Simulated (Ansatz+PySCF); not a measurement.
Values are calculated unless marked as measured or tabulated.
Input for PySCF 2.14.0:

```python
from pyscf import gto, scf, cc

mol = gto.M(atom="""
Al 0.000000 0.000000 0.000000
P 0.000000 0.000000 2.380000
""", basis='sto-3g', charge=0, spin=2)
mf = scf.UHF(mol)
mf.kernel()
mycc = cc.CCSD(mf, frozen=10).run()
et = mycc.ccsd_t()
print(mf.e_tot, mycc.e_corr, et, mycc.e_tot + et)
```

The script is written out from the run's settings.

Results

```json
{"Converged": "yes", "Reference energy": "-575.76517 hartree", "CCSD correlation energy": "-0.05818 hartree", "Triples correction": "-0.00447 hartree", "Total energy": "-575.82782 hartree", "Spin squared of the determinant": "2.039"}
```

This is not the lowest solution: another run reaches a determinant 1.47 eV lower. Caution: another reference gives a lower total.
